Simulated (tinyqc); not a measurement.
Inside a calculation. Method: UHF in the sto-3g basis, for CH2, spin multiplicity 3. One step of it, computed by the program tinyqc.

Task: Iteration 1: building the Fock matrix. J_ij = sum D_kl (ij|kl) with D = D(alpha) + D(beta), K_ij = sum D_kl (ik|jl) for each spin; F = H + J - K(s); E = tr D H + tr D J / 2 - 0.5 sum_s tr D(s) K(s) + E_nn.

D(alpha) at the start, lower triangle:
```
            1C 1s      1C 2s    1C 2px     1C 2py     1C 2pz      2H 1s     3H 1s
1C 1s    0.010678
1C 2s   -0.052228   0.278000
1C 2px   0.000000   0.000000  1.000000
1C 2py   0.000000   0.000000  0.000000   1.186235
1C 2pz   0.076861  -0.287143  0.000000   0.000000   0.903089
2H 1s    0.034012  -0.272483  0.000000  -0.341736  -0.173231   1.235009
3H 1s    0.034012  -0.272483  0.000000   0.341736  -0.173231  -0.019144  1.235009
```

D(beta) at the start, lower triangle:
```
            1C 1s      1C 2s    1C 2px     1C 2py     1C 2pz      2H 1s     3H 1s
1C 1s    0.010678
1C 2s   -0.052228   0.278000
1C 2px   0.000000   0.000000  0.000000
1C 2py   0.000000   0.000000  0.000000   0.083863
1C 2pz   0.076861  -0.287143  0.000000   0.000000   0.903089
2H 1s    0.034012  -0.272483  0.000000  -0.227133  -0.173231   1.223095
3H 1s    0.034012  -0.272483  0.000000   0.227133  -0.173231  -0.007230  1.223095
```

core Hamiltonian H = T + V (hartree), lower triangle:
```
             1C 1s      1C 2s     1C 2px     1C 2py     1C 2pz      2H 1s      3H 1s
1C 1s   -18.484036
1C 2s    -4.457540  -5.436669
1C 2px    0.000000   0.000000  -4.345265
1C 2py    0.000000   0.000000   0.000000  -4.437299
1C 2pz   -0.010264  -0.116403   0.000000   0.000000  -4.384649
2H 1s    -0.480348  -1.346270   0.000000  -1.050499  -0.704635  -2.839451
3H 1s    -0.480348  -1.346270   0.000000   1.050499  -0.704635  -0.226507  -2.839451
```

Two-electron integrals (ij|kl) in chemists' order, unique and non-zero (hartree):
```
(11|11) 3.541948    (21|11) 0.576921    (21|21) 0.111888    (22|11) 0.854682
(22|21) 0.205284    (22|22) 0.624709    (31|31) 0.020296    (32|31) 0.030858
(32|32) 0.137996    (33|11) 0.852436    (33|21) 0.205335    (33|22) 0.624568
(33|33) 0.672833    (41|41) 0.020296    (42|41) 0.030858    (42|42) 0.137996
(43|43) 0.036269    (44|11) 0.852436    (44|21) 0.205335    (44|22) 0.624568
(44|33) 0.600295    (44|44) 0.672833    (51|51) 0.020296    (52|51) 0.030858
(52|52) 0.137996    (53|53) 0.036269    (54|54) 0.036269    (55|11) 0.852436
(55|21) 0.205335    (55|22) 0.624568    (55|33) 0.600295    (55|44) 0.600295
(55|55) 0.672833    (61|11) 0.061701    (61|21) 0.011902    (61|22) 0.021833
(61|33) 0.021767    (61|41) 0.000571    (61|42) 0.001082    (61|44) 0.021910
(61|51) 0.000374    (61|52) 0.000708    (61|54) 0.000093    (61|55) 0.021828
(61|61) 0.001291    (62|11) 0.178922    (62|21) 0.043702    (62|22) 0.150624
(62|33) 0.146789    (62|41) 0.003425    (62|42) 0.025799    (62|44) 0.154737
(62|51) 0.002240    (62|52) 0.016876    (62|54) 0.005199    (62|55) 0.150190
(62|61) 0.004848    (62|62) 0.052222    (63|31) 0.004012    (63|32) 0.022397
(63|43) 0.004760    (63|53) 0.003114    (63|63) 0.005654    (64|11) 0.139189
(64|21) 0.034390    (64|22) 0.125664    (64|33) 0.119588    (64|41) 0.006273
(64|42) 0.041746    (64|44) 0.135102    (64|51) 0.001480    (64|52) 0.012657
(64|54) 0.007035    (64|55) 0.122153    (64|61) 0.003950    (64|62) 0.051546
(64|64) 0.055608    (65|11) 0.091052    (65|21) 0.022496    (65|22) 0.082204
(65|33) 0.078230    (65|41) 0.001480    (65|42) 0.012657    (65|44) 0.082151
(65|51) 0.004979    (65|52) 0.030677    (65|54) 0.007325    (65|55) 0.086135
(65|61) 0.002584    (65|62) 0.033720    (65|64) 0.032677    (65|65) 0.027031
(66|11) 0.359381    (66|21) 0.089170    (66|22) 0.351358    (66|33) 0.334671
(66|41) 0.007520    (66|42) 0.078930    (66|44) 0.369380    (66|51) 0.004919
(66|52) 0.051633    (66|54) 0.022705    (66|55) 0.349524    (66|61) 0.009951
(66|62) 0.166237    (66|64) 0.180048    (66|65) 0.117780    (66|66) 0.774606
(71|11) 0.061701    (71|21) 0.011902    (71|22) 0.021833    (71|33) 0.021767
(71|41) -0.000571   (71|42) -0.001082   (71|44) 0.021910    (71|51) 0.000374
(71|52) 0.000708    (71|54) -0.000093   (71|55) 0.021828    (71|61) 0.001257
(71|62) 0.004577    (71|64) 0.003469    (71|65) 0.002449    (71|66) 0.009330
(71|71) 0.001291    (72|11) 0.178922    (72|21) 0.043702    (72|22) 0.150624
(72|33) 0.146789    (72|41) -0.003425   (72|42) -0.025799   (72|44) 0.154737
(72|51) 0.002240    (72|52) 0.016876    (72|54) -0.005199   (72|55) 0.150190
(72|61) 0.004577    (72|62) 0.034896    (72|64) 0.025534    (72|65) 0.021983
(72|66) 0.083743    (72|71) 0.004848    (72|72) 0.052222    (73|31) 0.004012
(73|32) 0.022397    (73|43) -0.004760   (73|53) 0.003114    (73|63) 0.003467
(73|73) 0.005654    (74|11) -0.139189   (74|21) -0.034390   (74|22) -0.125664
(74|33) -0.119588   (74|41) 0.006273    (74|42) 0.041746    (74|44) -0.135102
(74|51) -0.001480   (74|52) -0.012657   (74|54) 0.007035    (74|55) -0.122153
(74|61) -0.003469   (74|62) -0.025534   (74|64) -0.016003   (74|65) -0.015854
(74|66) -0.059739   (74|71) -0.003950   (74|72) -0.051546   (74|74) 0.055608
(75|11) 0.091052    (75|21) 0.022496    (75|22) 0.082204    (75|33) 0.078230
(75|41) -0.001480   (75|42) -0.012657   (75|44) 0.082151    (75|51) 0.004979
(75|52) 0.030677    (75|54) -0.007325   (75|55) 0.086135    (75|61) 0.002449
(75|62) 0.021983    (75|64) 0.015854    (75|65) 0.017025    (75|66) 0.055337
(75|71) 0.002584    (75|72) 0.033720    (75|74) -0.032677   (75|75) 0.027031
(76|11) 0.027300    (76|21) 0.006706    (76|22) 0.024279    (76|33) 0.023580
(76|44) 0.024205    (76|51) 0.000562    (76|52) 0.004666    (76|55) 0.025025
(76|61) 0.000728    (76|62) 0.007526    (76|64) 0.006515    (76|65) 0.005354
(76|66) 0.022542    (76|71) 0.000728    (76|72) 0.007526    (76|74) -0.006515
(76|75) 0.005354    (76|76) 0.001421    (77|11) 0.359381    (77|21) 0.089170
(77|22) 0.351358    (77|33) 0.334671    (77|41) -0.007520   (77|42) -0.078930
(77|44) 0.369380    (77|51) 0.004919    (77|52) 0.051633    (77|54) -0.022705
(77|55) 0.349524    (77|61) 0.009330    (77|62) 0.083743    (77|64) 0.059739
(77|65) 0.055337    (77|66) 0.215689    (77|71) 0.009951    (77|72) 0.166237
(77|74) -0.180048   (77|75) 0.117780    (77|76) 0.022542    (77|77) 0.774606
```

nuclear repulsion = 4.55031634 hartree

Give: Coulomb J; exchange K(alpha); exchange K(beta); F(alpha); F(beta); total energy of this density.

Result:

Coulomb J (hartree), lower triangle:
```
          1C 1s    1C 2s  1C 2px   1C 2py  1C 2pz   2H 1s   3H 1s
1C 1s    4.8543
1C 2s    1.1767   3.8724
1C 2px   0.0000   0.0000  3.7916
1C 2py   0.0000   0.0000  0.0000   3.9237
1C 2pz  -0.0201  -0.0033  0.0000   0.0000  3.8988
2H 1s    0.1248   1.0684  0.0000   0.9544  0.6269  3.3322
3H 1s    0.1248   1.0684  0.0000  -0.9544  0.6269  0.1793  3.3322
```

exchange K(alpha) (hartree), lower triangle:
```
          1C 1s    1C 2s  1C 2px   1C 2py  1C 2pz   2H 1s   3H 1s
1C 1s    0.0689
1C 2s    0.0930   0.5022
1C 2px   0.0000   0.0000  0.7653
1C 2py   0.0000   0.0000  0.0000   0.8063
1C 2pz  -0.0112  -0.2455  0.0000   0.0000  0.6859
2H 1s    0.0117   0.1466  0.0000   0.2113  0.0786  0.7934
3H 1s    0.0117   0.1466  0.0000  -0.2113  0.0786  0.0147  0.7934
```

exchange K(beta) (hartree), lower triangle:
```
          1C 1s    1C 2s  1C 2px   1C 2py  1C 2pz   2H 1s   3H 1s
1C 1s    0.0265
1C 2s    0.0292   0.2235
1C 2px   0.0000   0.0000  0.0546
1C 2py   0.0000   0.0000  0.0000   0.0885
1C 2pz  -0.0109  -0.2417  0.0000   0.0000  0.6128
2H 1s    0.0017   0.0892  0.0000   0.1027  0.0716  0.7575
3H 1s    0.0017   0.0892  0.0000  -0.1027  0.0716  0.0187  0.7575
```

F(alpha) (hartree), lower triangle:
```
           1C 1s    1C 2s   1C 2px   1C 2py   1C 2pz    2H 1s    3H 1s
1C 1s   -13.6986
1C 2s    -3.3739  -2.0665
1C 2px    0.0000   0.0000  -1.3190
1C 2py    0.0000   0.0000   0.0000  -1.3199
1C 2pz   -0.0191   0.1258   0.0000   0.0000  -1.1718
2H 1s    -0.3673  -0.4244   0.0000  -0.3074  -0.1564  -0.3007
3H 1s    -0.3673  -0.4244   0.0000   0.3074  -0.1564  -0.0619  -0.3007
```

F(beta) (hartree), lower triangle:
```
           1C 1s    1C 2s   1C 2px   1C 2py   1C 2pz    2H 1s    3H 1s
1C 1s   -13.6562
1C 2s    -3.3101  -1.7878
1C 2px    0.0000   0.0000  -0.6083
1C 2py    0.0000   0.0000   0.0000  -0.6021
1C 2pz   -0.0195   0.1220   0.0000   0.0000  -1.0987
2H 1s    -0.3572  -0.3671   0.0000  -0.1988  -0.1493  -0.2648
3H 1s    -0.3572  -0.3671   0.0000   0.1988  -0.1493  -0.0659  -0.2648
```

total energy of this density = -12.270753 hartree
